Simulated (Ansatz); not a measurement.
Energy needed to pull apart SiH2S (SMILES [SiH2]=S), closed shell, into free ground-state atoms, from the structure below (displaced at random from a GFN2-xTB minimum); no zero-point or spin–orbit terms; open-shell atoms are treated unrestricted, in their ground-state multiplicity.

```xyz
4
angstrom
Si -0.0620 -0.0289 -0.0722
S 1.5776 -0.1758 0.8727
H -1.2014 -0.9090 0.1246
H -0.3788 1.0078 -0.9201
```

Program: Ansatz 0.2.0. Basis: def2-TZVPP. Cores are frozen in the correlated methods.

```json
{"method": "PBE-D4", "atomization energy (kcal/mol)": "261.1"}
{"method": "r2SCAN-D4", "atomization energy (kcal/mol)": "262.7"}
{"method": "PBE0-D4", "atomization energy (kcal/mol)": "?"}
{"method": "r2SCANh-D4", "atomization energy (kcal/mol)": "260.8"}
{"method": "CAM-B3LYP-D4", "atomization energy (kcal/mol)": "259.3"}
{"method": "wB97M-V", "atomization energy (kcal/mol)": "?"}
{"method": "HF", "atomization energy (kcal/mol)": "183.9"}
{"method": "MP2", "atomization energy (kcal/mol)": "254.8"}
{"method": "CCSD", "atomization energy (kcal/mol)": "247.3"}
{"method": "CCSD(T)", "atomization energy (kcal/mol)": "252.4"}
```

Problem. What does wB97M-V give? (An estimate is asked for; the value comes from the calculation.)

Solution. The calculation gives: 264.0 kcal/mol, which is about 11.6 kcal/mol more than CCSD(T)/def2-TZVPP.

Problem. What does PBE0-D4 give? (To be estimated.)

Solution. The calculation gives: 257.9 kcal/mol, which is about 5.5 kcal/mol more than CCSD(T)/def2-TZVPP.

In triple zeta the MP2 and coupled-cluster atomization energies are still short of their basis limit by a few kcal/mol a bond, whereas those of the functionals are nearly converged, so these differences are not deviations from converged CCSD(T).

No T1 diagnostic of these runs exceeds 0.017.

For scale, one of the runs: CCSD(T)/def2-TZVPP forces, 112 basis functions (an equivalent command: `ansatz run in.yaml --threads 4`). Time: 4.4 s of wall clock on 4 CPU threads; the host was shared. Peak host memory: 0.65 GiB.
